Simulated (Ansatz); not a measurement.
The input, for Ansatz 0.2.0:

```yaml
crystal:
  periodic: [false, false, false]
  atoms:
    - {symbol: C, position_ang: [0.084376, 0.005225, 1.836764]}
    - {symbol: Al, position_ang: [-0.080498, 0.013599, -0.091842]}
    - {symbol: F, position_ang: [-0.003878, -0.018825, -1.744922]}
basis:
  gaussian: {orbitals: 6-31G, fitting: {mean_field: def2-universal-jkfit}}
magnetization: {spin_polarized: false, initial_magnetization: 2}
correlation: {method: sc_nevpt2, electrons: outside_noble_gas}
scf: {lower_state_search: off}
output: {forces: true}
```

```sh
$ ansatz run in.yaml --threads 1 --pin off --events-out ev --progress --plain --max-ram 2393MiB
```

Q: One thing in this input was set wrong on purpose, beside settings that are merely unusual. What is the gravest fault, and what does the program do?

A: Method needs an active space. How the run ends: refused.
```
Error: this correlation method needs an active space: name one as the reference
```
